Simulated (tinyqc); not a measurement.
UKS/PBE0 in the sto-3g basis, for H2O+, spin multiplicity 2, step by step. One step of it, computed by the program tinyqc.

Problem. Iteration 2: diagonalisation and new density. Diagonalise F' = X^T F X, C = X C', fill 5 alpha and 4 beta electrons from the bottom; D(s) = C_occ C_occ^T. Each column has its largest component positive (the first on a tie).

F(alpha) (hartree), lower triangle:
```
,1O 1s,1O 2s,1O 2px,1O 2py,1O 2pz,2H 1s,3H 1s
1O 1s,-18.591352
1O 2s,-4.818223,-2.107753
1O 2px,-0.011146,-0.060600,-0.280905
1O 2py,0.001153,0.005303,0.005931,-0.253610
1O 2pz,-0.011466,-0.131851,-0.010221,0.000532,-0.235387
2H 1s,-0.449018,-0.461130,-0.009468,-0.212647,-0.204006,-0.540844
3H 1s,-0.449091,-0.464589,-0.009430,0.216624,-0.203677,-0.133883,-0.548192
```

F(beta) (hartree), lower triangle:
```
,1O 1s,1O 2s,1O 2px,1O 2py,1O 2pz,2H 1s,3H 1s
1O 1s,-18.570101
1O 2s,-4.801361,-2.010077
1O 2px,-0.009749,0.006018,0.029087
1O 2py,0.001023,0.001143,-0.012995,-0.217541
1O 2pz,-0.011197,-0.123242,0.022651,-0.001309,-0.197842
2H 1s,-0.447215,-0.448730,0.003089,-0.212866,-0.201166,-0.545956
3H 1s,-0.447332,-0.449796,0.006633,0.212860,-0.199662,-0.131679,-0.546066
```

X:
```
,1,2,3,4,5,6,7
1O 1s,-0.442650,0.000000,0.670375,0.000000,-0.598539,0.000000,0.244283
1O 2s,0.900661,0.000000,-0.273539,0.000000,-0.314130,0.000000,0.484197
1O 2px,0.000000,0.000000,0.000000,1.000000,0.000000,0.000000,0.000000
1O 2py,0.000000,0.775389,0.000000,0.000000,0.000000,0.698572,0.000000
1O 2pz,0.400675,0.000000,0.694301,0.000000,0.599762,0.000000,0.230060
2H 1s,-0.539724,-0.666737,-0.245420,0.000000,0.205965,0.406206,0.389221
3H 1s,-0.539724,0.666737,-0.245420,0.000000,0.205965,-0.406206,0.389221
```

Give: F' = X^T F X; orbital energies; coefficients C; F' = X^T F X; orbital energies; coefficients C; D(alpha) after iteration 2; D(beta) after iteration 2.

Solution.

F' = X^T F X (alpha) (hartree), lower triangle:
```
,1,2,3,4,5,6,7
1,-1.3877
2,0.0025,-0.0737
3,2.7190,0.0010,-6.5913
4,-0.0435,0.0046,0.0066,-0.2809
5,-2.7951,-0.0011,7.2520,0.0157,-8.5240
6,0.0012,0.1498,-0.0021,0.0041,-0.0008,-0.5029
7,1.4518,0.0005,-4.0142,-0.0418,4.7053,0.0050,-3.5848
```

orbital energies (alpha) (hartree): MO1 -18.6024, MO2 -0.9896, MO3 -0.5500, MO4 -0.4178, MO5 -0.2734, MO6 -0.0856, MO7 -0.0265

coefficients C (alpha):
```
,MO1,MO2,MO3,MO4,MO5,MO6,MO7
1O 1s,0.9934,-0.2308,0.0032,-0.1421,0.0399,-0.0359,-0.0014
1O 2s,0.0271,0.8480,-0.0126,0.6510,-0.1656,0.2189,0.0071
1O 2px,0.0007,0.0768,0.0067,0.1733,0.9789,-0.0726,0.0206
1O 2py,-0.0001,-0.0079,-0.4337,-0.0071,-0.0164,-0.0162,0.9489
1O 2pz,0.0020,0.1705,-0.0044,-0.3629,0.1202,0.9379,0.0148
2H 1s,-0.0040,0.1962,-0.5868,-0.5512,0.0648,-0.4368,-0.5228
3H 1s,-0.0040,0.2062,0.5881,-0.5567,0.0346,-0.4476,0.5050
```

F' = X^T F X (beta) (hartree), lower triangle:
```
,1,2,3,4,5,6,7
1,-1.3328
2,-0.0001,-0.0590
3,2.7098,0.0004,-6.5653
4,0.0136,-0.0077,0.0052,0.0291
5,-2.8027,-0.0005,7.2649,0.0195,-8.4930
6,0.0001,0.1708,-0.0009,-0.0105,-0.0018,-0.4845
7,1.5004,0.0002,-4.0150,0.0095,4.6890,0.0004,-3.5403
```

orbital energies (beta) (hartree): MO1 -18.5804, MO2 -0.9108, MO3 -0.5447, MO4 -0.3851, MO5 -0.0595, MO6 -0.0020, MO7 0.0368

coefficients C (beta):
```
,MO1,MO2,MO3,MO4,MO5,MO6,MO7
1O 1s,0.9937,-0.2179,0.0007,-0.1645,-0.0355,-0.0037,-0.0079
1O 2s,0.0263,0.7913,-0.0031,0.7381,0.2131,0.0203,0.0413
1O 2px,0.0005,-0.0142,0.0126,0.0170,-0.2139,0.2721,0.9378
1O 2py,-0.0001,-0.0010,0.4019,0.0019,-0.0304,0.9212,-0.2797
1O 2pz,0.0019,0.1735,0.0045,-0.3404,0.9292,0.0888,0.1949
2H 1s,-0.0039,0.2542,0.6077,-0.5435,-0.4006,-0.5112,0.0624
3H 1s,-0.0039,0.2560,-0.6008,-0.5524,-0.4332,0.4403,-0.2046
```

D(alpha) after iteration 2, lower triangle:
```
,1O 1s,1O 2s,1O 2px,1O 2py,1O 2pz,2H 1s,3H 1s
1O 1s,1.0620
1O 2s,-0.2679,1.1712
1O 2px,-0.0026,0.0158,0.9943
1O 2py,0.0007,-0.0032,-0.0208,0.1885
1O 2pz,0.0190,-0.1115,0.0678,0.0012,0.1753
2H 1s,0.0298,-0.1959,-0.0209,0.2558,0.2438,0.6909
3H 1s,0.0308,-0.2008,-0.0429,-0.2533,0.2388,0.0045,0.6995
```

D(beta) after iteration 2, lower triangle:
```
,1O 1s,1O 2s,1O 2px,1O 2py,1O 2pz,2H 1s,3H 1s
1O 1s,1.0619
1O 2s,-0.2678,1.1716
1O 2px,0.0008,0.0013,0.0006
1O 2py,0.0001,-0.0006,0.0051,0.1616
1O 2pz,0.0201,-0.1139,-0.0082,0.0010,0.1460
2H 1s,0.0306,-0.2021,-0.0051,0.2429,0.2319,0.7293
3H 1s,0.0308,-0.2034,-0.0206,-0.2428,0.2297,0.0002,0.7315
```
